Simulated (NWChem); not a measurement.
# SiO (SMILES O=[Si]): levels of theory compared

We compute a comparison of 5 runs (HF/3-21G, B3LYP/6-31G*, PBE/cc-pVTZ, M06-L/def2-TZVPPD, SVWN5/def2-TZVPPD) of SiO. 

Program for the calculation: NWChem 7.3.0.

## 1. Starting point

SiO: 2 atoms, total charge 0, spin state singlet. SMILES: `O=[Si]`. The coordinates come from a PBE0-D4/def2-TZVP relaxation.

Bond lengths: O1–Si2 1.509 Å.

## 2. Energy and gradient at HF/3-21G (run 1)

Input file struct.nw:

```
start struct
memory 2200 mb

geometry noautosym nocenter noautoz
  O     -0.640700     0.231500    -0.324000
  Si     0.640700    -0.231500     0.324000
end

basis spherical bse
  * library 3-21G
end

scf
  thresh 1e-08
  maxiter 80
  print low
end

task scf gradient
```

Command:

```sh
nwchem struct.nw > struct.out
```

Standard output:

```text
[...]
  functions       =    22
[...]
  wavefunction    = RHF
[...]
         Total SCF energy =   -361.844878086128
      One-electron energy =   -580.501343556459
      Two-electron energy =    179.373130273710
 Nuclear repulsion energy =     39.283335196622
        Time for solution =      0.2s
[...]
                         RHF ENERGY GRADIENTS
    atom               coordinates                        gradient
                 x          y          z           x          y          z
   1 O      -1.210747   0.437472  -0.612271    0.033038  -0.011937   0.016707
   2 Si      1.210747  -0.437472   0.612271   -0.033038   0.011937  -0.016707
 Task  times  cpu:        0.3s     wall:        0.3s
 Total times  cpu:        0.3s     wall:        0.3s
```

Wall time 1.1 s (1 thread of Intel Xeon Platinum 8488C (Sapphire Rapids), shared host); peak memory 0.099 GiB.

## 3. Energy and forces at B3LYP/6-31G(d) (Cartesian functions) (run 2)

Input file osi.nw:

```
start osi
title "OSi"
memory 2200 mb

geometry units angstroms noautosym nocenter noautoz
  O     -0.640700     0.231500    -0.324000
  Si     0.640700    -0.231500     0.324000
end

basis
  * library 6-31G*
end

dft
  xc b3lyp
  grid xfine
  convergence energy 1e-08
  iterations 100
  mulliken
end

task dft gradient
```

Command:

```sh
nwchem osi.nw > osi.out
```

Standard output:

```text
[...]
          Wavefunction type:  closed shell.
          No. of atoms     :     2
          No. of electrons :    22
[...]
          Charge           :     0
          Spin multiplicity:     1
[...]
          AO basis - number of functions:    34
[...]
              XC Information
              --------------
                         B3LYP Method XC Potential
                     Hartree-Fock (Exact) Exchange  0.200
                        Slater Exchange Functional  0.800 local
                    Becke 1988 Exchange Functional  0.720 non-local
              Lee-Yang-Parr Correlation Functional  0.810
                  VWN I RPA Correlation Functional  0.190 local
[...]
 d= 0,ls=0.0,diis     1   -364.5676312732 -4.04D+02  8.19D-02  1.13D+00     0.5
[...]
 d= 0,ls=0.0,diis     8   -364.7197636432 -4.84D-10  2.71D-06  1.59D-08     2.3
         Total DFT energy =     -364.719763643191
      One electron energy =     -583.067116777588
           Coulomb energy =      208.534279483841
    Exchange-Corr. energy =      -29.470261546066
 Nuclear repulsion energy =       39.283335196622
[...]
      Total Density - Mulliken Population Analysis
     ---------------------------------------------
    Atom       Charge   Shell Charges
 -----------   ------   -------------------------------------------------------
    1 O    8     8.47   1.99  0.94  2.82  0.94  1.76  0.02
    2 Si  14    13.53   2.00  1.99  5.96  1.31  1.26  0.64  0.32  0.06
[...]
  wavefunction    = closed shell
                         DFT ENERGY GRADIENTS
    atom               coordinates                        gradient
                 x          y          z           x          y          z
   1 O      -1.210747   0.437472  -0.612271    0.015155  -0.005476   0.007664
   2 Si      1.210747  -0.437472   0.612271   -0.015155   0.005476  -0.007664
[...]
```

It took 3.9 s on 1 thread of Intel Xeon Platinum 8488C (Sapphire Rapids), shared host; peak memory 0.11 GiB.

Run 3 isn't shown in full; the table further down has it.

## 4. Energy and forces at M06-L/def2-TZVPPD (run 4)

Input file osi.xyz:

```xyz
2

O     -0.640700     0.231500    -0.324000
Si     0.640700    -0.231500     0.324000
```

Input file osi.nw:

```
start osi
memory total 2200 mb
geometry noautosym nocenter noautoz
load format xyz osi.xyz
end
basis "ao basis" spherical bse
* library def2-TZVPPD
end
dft
xc m06-l
grid xfine
convergence energy 1e-08
iterations 100
mulliken
end
task dft gradient
```

Command:

```sh
nwchem osi.nw > osi.out
```

Standard output:

```text
[...]
          Wavefunction type:  closed shell.
          No. of atoms     :     2
          No. of electrons :    22
[...]
          Charge           :     0
          Spin multiplicity:     1
[...]
          AO basis - number of functions:    88
[...]
              XC Information
              --------------
                        M06-L Method XC Functional
                         M06-L Exchange Functional  1.000
                       M06-L Correlation Potential  1.000
[...]
 d= 0,ls=0.0,diis     1   -364.5935312690 -4.04D+02  5.28D-02  1.23D+00     1.7
[...]
 d= 0,ls=0.0,diis    13   -364.7419074708 -9.58D-09  2.80D-06  6.04D-09    18.0
         Total DFT energy =     -364.741907470800
      One electron energy =     -583.351078515429
           Coulomb energy =      208.787065336716
    Exchange-Corr. energy =      -29.461229488709
 Nuclear repulsion energy =       39.283335196622
[...]
      Total Density - Mulliken Population Analysis
     ---------------------------------------------
    Atom       Charge   Shell Charges
 -----------   ------   -------------------------------------------------------
    1 O    8     8.29   0.79  1.18  0.62  0.97  0.28 -0.18  1.81  1.90  0.90 -0.02  0.00  0.02  0.02  0.00
    2 Si  14    13.71   2.00  0.59  1.37  1.08  1.03  0.03  4.11  1.71  0.50  0.89  0.19  0.01  0.11  0.05  0.01  0.03
[...]
  wavefunction    = closed shell
                         DFT ENERGY GRADIENTS
    atom               coordinates                        gradient
                 x          y          z           x          y          z
   1 O      -1.210747   0.437472  -0.612271    0.004940  -0.001785   0.002498
   2 Si      1.210747  -0.437472   0.612271   -0.004940   0.001785  -0.002498
[...]
```

It took 26 s on 1 thread of Intel Xeon Platinum 8488C (Sapphire Rapids), shared host; peak memory 0.13 GiB.

## 5. Energy and forces at SVWN5/def2-TZVPPD (run 5)

Input file osi.nw:

```
start osi
memory stack 880 mb heap 220 mb global 1100 mb

geometry noautosym nocenter noautoz
 O     -0.640700     0.231500    -0.324000
 Si     0.640700    -0.231500     0.324000
end

basis spherical bse
 O library def2-TZVPPD
 Si library def2-TZVPPD
end

dft
 xc slater vwn_5
 grid xfine
 convergence energy 1e-08
 maxiter 100
 mulliken
 print medium
end

task dft gradient
```

Command:

```sh
nwchem osi.nw > osi.out
```

Standard output:

```text
[...]
          Wavefunction type:  closed shell.
          No. of atoms     :     2
          No. of electrons :    22
[...]
          Charge           :     0
          Spin multiplicity:     1
[...]
          AO basis - number of functions:    88
[...]
              XC Information
              --------------
                        Slater Exchange Functional  1.000 local
                      VWN V Correlation Functional  1.000 local
[...]
 d= 0,ls=0.0,diis     1   -362.9067551545 -4.02D+02  2.77D-02  2.18D+00     1.0
[...]
 d= 0,ls=0.0,diis    11   -363.0899221531 -9.70D-10  7.22D-08  1.37D-10     8.1
         Total DFT energy =     -363.089922153053
      One electron energy =     -583.003948170241
           Coulomb energy =      208.355851797669
    Exchange-Corr. energy =      -27.725160977102
 Nuclear repulsion energy =       39.283335196622
[...]
      Total Density - Mulliken Population Analysis
     ---------------------------------------------
    Atom       Charge   Shell Charges
 -----------   ------   -------------------------------------------------------
    1 O    8     8.27   0.78  1.18  0.61  0.92  0.31 -0.00  1.86  1.76  0.81  0.02  0.00  0.01  0.01  0.00
    2 Si  14    13.73   2.01  0.57  1.39  1.19  0.80  0.04  4.11  1.68  0.56  0.91  0.24  0.01  0.12  0.07  0.01  0.03
[...]
  wavefunction    = closed shell
                         DFT ENERGY GRADIENTS
    atom               coordinates                        gradient
                 x          y          z           x          y          z
   1 O      -1.210747   0.437472  -0.612271    0.006432  -0.002324   0.003252
   2 Si      1.210747  -0.437472   0.612271   -0.006432   0.002324  -0.003252
[...]
```

It took 14 s on 1 thread of Intel Xeon Platinum 8488C (Sapphire Rapids), shared host; peak memory 0.12 GiB.

## 6. The series

```csv
run,level,Cartesian functions,iteration cap,energy (Eh),largest force (eV/Å),wall time
1,HF/3-21G,no,80,-361.844878,2.000,1.1 s
2,B3LYP/6-31G* (Cartesian functions),yes,100,-364.719764,0.918,3.9 s
3,PBE/cc-pVTZ,no,100,-364.539903,1.523,21 s
4,M06-L/def2-TZVPPD,no,100,-364.741907,0.299,26 s
5,SVWN5/def2-TZVPPD,no,100,-363.089922,0.389,14 s
```

## 7. Outcome

| quantity | value |
| --- | --- |
| run 5: total energy | -363.08992 Eh |
| run 5: dipole moment | 2.97 D |
| run 5: HOMO energy | -7.60 eV |
| run 5: LUMO energy | -2.99 eV |
| run 5: HOMO–LUMO gap | 4.61 eV |
| run 5: largest force on an atom | 0.389 eV/Å |

What this shows: Over runs 2, 3, 4, 5 the dipole moment (its size) runs from 2.60 D (B3LYP/6-31G*) to 2.97 D (SVWN5/def2-TZVPPD). The two ends differ in method and basis. Over runs 2, 3, 4, 5 the HOMO–LUMO gap runs from 4.61 eV (SVWN5/def2-TZVPPD) to 6.56 eV (B3LYP/6-31G*). Totals of different functionals can't be ranked against each other. All runs together took 66 s, the longest 26 s.
